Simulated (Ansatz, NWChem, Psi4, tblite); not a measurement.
# A ladder of methods for C2HClF2 (SMILES FC(F)=CCl)

C2HClF2: 6 atoms, total charge 0, spin state singlet. As SMILES, `FC(F)=CCl`. Geometry: relaxed at PBE0-D4/def2-TZVP.

Quantity: the HOMO–LUMO gap, in eV. The values are calculated.

```json
{"level": "GFN2-xTB", "kind": "semi-empirical", "program": "tblite", "value (eV)": "4.58"}
{"level": "HF/6-31G* (spherical functions)", "kind": "Hartree–Fock", "program": "Psi4", "value (eV)": "14.97"}
{"level": "SVWN5/6-31G* (spherical functions)", "kind": "LDA", "program": "Psi4", "value (eV)": "5.37"}
{"level": "PBE/6-31G* (spherical functions)", "kind": "GGA", "program": "Ansatz", "value (eV)": "5.45"}
{"level": "M06-L/6-31G* (spherical functions)", "kind": "meta-GGA", "program": "Psi4", "value (eV)": "5.93"}
{"level": "M06-2X/6-31G* (spherical functions)", "kind": "hybrid meta-GGA", "program": "Psi4", "value (eV)": "10.05"}
{"level": "B3LYP/6-31G* (Cartesian functions)", "kind": "global hybrid", "program": "NWChem", "value (eV)": "7.30"}
{"level": "HSE06/6-31G* (spherical functions)", "kind": "range-separated hybrid", "program": "Psi4", "value (eV)": "7.00"}
{"level": "B2PLYP/6-31G* (spherical functions)", "kind": "double hybrid", "program": "Ansatz", "value (eV)": "10.44"}
```

The values span 4.58 to 14.97 eV. Orbital gaps aren't excitation energies, and those of double hybrids come from the SCF part alone; they tend to grow with the share of exact exchange.
